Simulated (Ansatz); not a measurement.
# AlHN: the cost of one run

Method: def2-QZVPP, core rule «outside noble gas», up to 6 orbitals frozen; program: Ansatz 0.2.0, Gaussian basis.

Plan: UHF; ROHF; CCSD(T) on UHF.

2 further runs of the same task are left out: 2 set aside as unsound or not needed.

### 1 The geometry

The geometry is a PBE0/def2-TZVP stationary point (not a proven minimum) of the parent state, kept for this charge and spin.

3 atoms, charge 1, spin multiplicity 3.

Atoms are counted from 1 here; the program's logs count them from 0.

Bond lengths: Al1–N2 1.737 Å, N2–H3 1.016 Å. Angles: Al1–N2–H3 130.8°.

Geometry (Å):

```tsv
atom	x (Å)	y (Å)	z (Å)
Al1	0.00000	0.03268	0.63653
N2	0.00000	-0.10666	-1.09530
H3	0.00000	0.60749	-1.81839
```

### 2 UHF

Input file in.yaml:

```yaml
crystal:
  periodic: [false, false, false]
  atoms:
    - {symbol: Al, position_ang: [0.000000, 0.032676, 0.636525]}
    - {symbol: N, position_ang: [0.000000, -0.106661, -1.095305]}
    - {symbol: H, position_ang: [0.000000, 0.607486, -1.818390]}
basis:
  gaussian: {orbitals: "def2-QZVPP.json"}
total_charge: 1
magnetization: {spin_polarized: true, initial_magnetization: 2}
hamiltonian: {xc: hf}
output: {orbitals: {seedname: orbitals}}
```

Command:

```bash
> ansatz run in.yaml --threads 1 --pin off --events-out ev --progress --plain --max-ram 3968MiB --backend cpu
```

Q: Estimate wall time and peak memory on 1 thread of AMD EPYC 7R13, shared host.

About 7 s, with a peak of 0.33 GiB.
